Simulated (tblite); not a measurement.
Species: C4H6FO (charge +1).
Numbering: `[CH3:1][C@@H:2]([C:3]#[O+:4])[CH2:5][F:6]` (hydrogens: H7, H8, H9 on C1; H10 on C2; H11, H12 on C5)
Bond orders are those of one Lewis drawing.

Computed with GFN2-xTB (tblite), gas phase: nudged elastic band of 9 images (0 to 8), spring 0.2 eV/Å², climbing image at the end, force threshold 0.05 eV/Å. The top image wasn't refined or checked by frequencies; at this threshold it can lie a kcal/mol or more above the true saddle point of the method.

The band describes a rotation about C2–C5 (sp3 CH carbon, sp3 C–F carbon), followed by the dihedral C3–C2–C5–F6, from the optimised start (-61°) to a second optimised geometry at 58°.

Question: How does the energy change from image to image?

Answer: 
```
image  dihedral (°)  E (kcal/mol)  C2–C5 (Å)  C3···F6 (Å)  largest true force (eV/Å)
    0           -61          0.00      1.571         2.81                       0.01
    1           -44          0.42      1.572         2.68                       0.04
    2           -29          1.18      1.574         2.59                       0.05
    3           -14          1.88      1.575         2.53                       0.04
    4             1          2.16      1.575         2.51                       0.03
    5            16          1.88      1.575         2.53                       0.05
    6            31          1.16      1.573         2.59                       0.05
    7            46          0.39      1.572         2.68                       0.04
    8            58          0.02      1.569         2.79                       0.01
```

Barriers of this band. The top is image 4 at 1°: 2.2 kcal/mol in either direction, as the ends lie within 0.002 eV of each other (their dihedrals are equal and opposite within 4°). The central bond is 0.004 Å longer at the top than at the start.

Question: What rate follows at 250 K for crossing this barrier forward?

Answer: Taking the electronic barrier for the free energy of activation (no zero-point or entropy terms, transmission 1), rate = (kT/h)·exp(−ΔE/kT) ≈ 7 × 10^10 s⁻¹, whose inverse is 1 × 10^-11 s. An error of 1 kcal/mol in the barrier changes this by a factor of 7, and the method and the loose band can each miss by that much or more.

What follows is the cost of the whole band run. On one thread, AMD EPYC 7571 (x86_64), no GPU, shared host, this took 4.5 s of wall time and 0.18 GiB of memory at its peak.
